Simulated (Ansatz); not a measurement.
System: zinc-blende BeTe. Method: r²SCAN (Ansatz, an electronic-structure program, PAW).

Output (set-up and result lines):

```
Crystal: 2 atoms, lattice volume = 46.159 Å³
Basis set: ecut = 560 eV, 1411 PW (Γ), exchange–correlation on 96×96×96 points (27 copies of the dense FFT grid, shifted against one another)
Bands: 13, of which v1, the nominal top of the filled ones, is band 9 counted from 1 (8 counted from 0)
Symmetry: 24 space group operations
Space group: F-43m (ITA 216), of the structure as read, at distance tolerance 3.6e-5 Å
k-points: 47 of 1000 (time reversal used)
Functional: x = r2scan, c = r2scan; τ floored in thin density (d = 2e-4 eV/Å³)
SCF iter   1: F=—  HF=-7089.056075 eV  |F-HF|=—  |Δ(HF+E_count)|=         —  Δρ=3.83e-3  dr2=1.13e-2  dr2_τ=1.54e-2
SCF iter   2: F=—  HF=-7089.086532 eV  |F-HF|=—  |Δ(HF+E_count)|=   3.05e-2  Δρ=1.70e-3  dr2=1.05e-3  dr2_τ=3.59e-5
  ...
SCF iter   6: F=—  HF=-7089.087037 eV  |F-HF|=—  |Δ(HF+E_count)|=   1.05e-6  Δρ=2.86e-6  dr2=3.11e-9  dr2_τ=4.91e-11
SCF iter   7: F=-7089.087037 eV  HF=-7089.087037 eV  |F-HF|=2.46e-11  |Δ(HF+E_count)|=   5.29e-9  Δρ=2.00e-7  dr2=2.32e-11  dr2_τ=9.18e-13
SCF 1 converged in 7 iterations: F = -7089.087037 eV  dr2 = 2.32e-11
SCF converged after 7 iterations
Free energy (F): -7089.087037 eV
Internal energy: -7089.087037 eV  (E = F + TS)
E sigma→0 (E₀):  -7089.087037 eV
Fermi energy:    8.017066 eV
--- Stress (GPa, compression-positive) ---
       -1.124057       0.000000      -0.000000
       -0.000000      -1.124057       0.000000
       -0.000000       0.000000      -1.124057
  P = ⅓ Tr σ = -1.1241 GPa (-11.241 kbar)
```

Write an input file that could have produced this run (the log leaves some choices open).

This is not unique; one that fits is 
Ansatz 0.2 input:
```yaml
crystal:
  lattice:
    - [0.0, 2.8471478568, 2.8471478568]
    - [2.8471478568, 0.0, 2.8471478568]
    - [2.8471478568, 2.8471478568, 0.0]
  atoms:
    - { symbol: Be, position: [0.0, 0.0, 0.0] }
    - { symbol: Te, position: [0.25, 0.25, 0.25] }
basis:
  ecutwfc: 560
  ecutrho_ratio: 4
  xc_grid: 3
kpoints:
  mp_grid: { grid: [10, 10, 10] }
hamiltonian:
  xc: r2scan
  dispersion: none
  pseudopotentials: { kind: paw }
scf:
  occupations: { method: fermi_dirac, width: 0.01 }
  convergence: { dr2_threshold: 0.0000000002 }
output:
  forces: true
  stress: true
  eigenvalues: true
```

The cell is one volume of an energy–volume scan, off the minimum.

The PAW data were made under PBE.

Cost on a shared machine: around 5 core-seconds (rough).
